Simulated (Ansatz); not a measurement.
# BS⁺, singlet: the ladder up to full CI

Geometry: that of the BS⁺, triplet, kept fixed.

```
atom   x (Å)   y (Å)   z (Å)
   B  0.0000  0.0000  0.0000
   S  0.0000  0.0000  1.7033
```

Basis 6-31G; Ansatz 0.2.0. Only valence electrons are correlated (noble-gas cores frozen), which leaves 8 electrons in 16 orbitals. R marks a restricted (for open shells ROHF) determinant, U an unrestricted one. Active spaces: valence = (8e, 8o) chosen from the atoms' valence shells.

Full CI is exact within this basis and frozen core; it isn't the basis-set limit. The frozen core follows each run's orbitals, which can shift R against U totals by a few meV.

The UHF ⟨S²⟩ is 1.081 and the T1 diagnostic (RCCSD) is 0.0493. The largest doubles amplitude (RCCSD) is 0.123.

```csv
level,E − E(RHF) (eV)
RMP2,-3.8107
RCCSD,-3.9523
RCCSD(T),-4.2691
```

**Question.** Estimate how far full CI in 6-31G lies from RCCSD(T). The table doesn't fix it; the size of (T) and the diagnostics are the guide.

**Answer.** Full CI in 6-31G lies 1.97 mEh below RCCSD(T), which is 17 % of the (T) step (-11.65 mEh). T1 is raised, a doubles amplitude is large, RHF is unstable towards spin polarisation, but (T) still catches most of what CCSD lacks. The miss exceeds 1 kcal/mol.

The other levels:

```tsv
level	E − E(full CI) (mEh)	share of correlation (%)	wall time
UHF†	90.75	–	0.33 s
CISD	22.56	85.80	0.24 s
BCCD(T)	1.33	99.17	0.63 s
RCCSDT	-0.50	100.31	–
CISDTQ	2.34	98.53	1 s
RCCSDT(Q)	-0.22	100.14	1 s
RCCSDTQ	-0.25	100.15	3.6 s
CASSCF (valence space)	22.16	86.05	–
NEVPT2 (valence space)	6.19	96.11	2.2 s
MRCISD (valence space)	0.41	99.74	–
MRCISD+Q (valence space)	0.11	99.93	2.7 s
MRCISD+Q(relaxed) (valence space)	-0.02	100.01	3.1 s
```

A dagger marks rows that describe another state than the reference (another or a broken symmetry, a higher spin or other natural occupations), so the difference isn't the method's error.

The correlation energy at full CI, counted from RHF, is -4.323 eV. That run took 5.5 s on 1 thread of Arm Neoverse V2, shared host over 828,944 determinants.

Times hold each run's SCF and search for its determinant on a shared host, so for small cases they say little of a method's own cost; they ran on 1 thread of Arm Neoverse V2.

More than 5 meV below full CI, which no variational method can be: RCCSDT, RCCSDT(Q), RCCSDTQ.

The full-CI state has the irrep A1 of C2v, in the program's axes (one component, if the state is degenerate).

Natural occupations of full CI about the gap: 1.985 1.894 1.894 1.874 0.116 0.102 0.102 0.013 0.006 0.005; effectively unpaired electrons, Σ n²(2−n)², 0.26.
